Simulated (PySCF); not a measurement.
dimethyl ether (C2H6O), SMILES COC.

Geometry: PBE-D3(BJ)/def2-TZVP.

These are PySCF with PBE-D3(BJ)/def2-TZVP values and carry that method's errors.

Harmonic, unscaled wavenumbers; measured fundamentals usually lie a few per cent lower.

Q: Estimate the vibrational spectrum. (An estimate is asked for; the answer gives what the named calculation found.)

A: 
| mode | ν (cm⁻¹) | IR (km/mol) | moving atoms (share of kinetic energy) |
|---|---|---|---|
| 1 | 217 | 0.0 | H 97 % |
| 2 | 244 | 5.3 | H 77 %, O 18 % |
| 3 | 401 | 2.2 | H 41 %, C 36 %, O 23 % |
| 4 | 923 | 35.3 | C 56 %, O 27 %, H 18 % |
| 5 | 1088 | 32.3 | H 57 %, C 32 %, O 11 % |
| 6 | 1119 | 0.0 | H 81 %, C 19 % |
| 7 | 1149 | 5.6 | H 72 %, C 18 %, O 10 % |
| 8 | 1152 | 98.1 | O 43 %, C 33 %, H 24 % |
| 9 | 1222 | 4.5 | H 60 %, C 25 %, O 15 % |
| 10 | 1404 | 2.0 | H 89 % |
| 11 | 1425 | 0.0 | H 96 % |
| 12 | 1431 | 0.0 | H 86 %, C 14 % |
| 13 | 1433 | 14.0 | H 96 % |
| 14 | 1443 | 13.6 | H 96 % |
| 15 | 1463 | 2.6 | H 95 % |
| 16 | 2886 | 60.2 | H 97 % |
| 17 | 2898 | 64.3 | H 97 % |
| 18 | 2930 | 142.2 | H 91 %, C 9 % |
| 19 | 2938 | 0.0 | H 90 %, C 10 % |
| 20 | 3050 | 29.3 | H 91 %, C 9 % |
| 21 | 3051 | 20.8 | H 91 %, C 9 % |
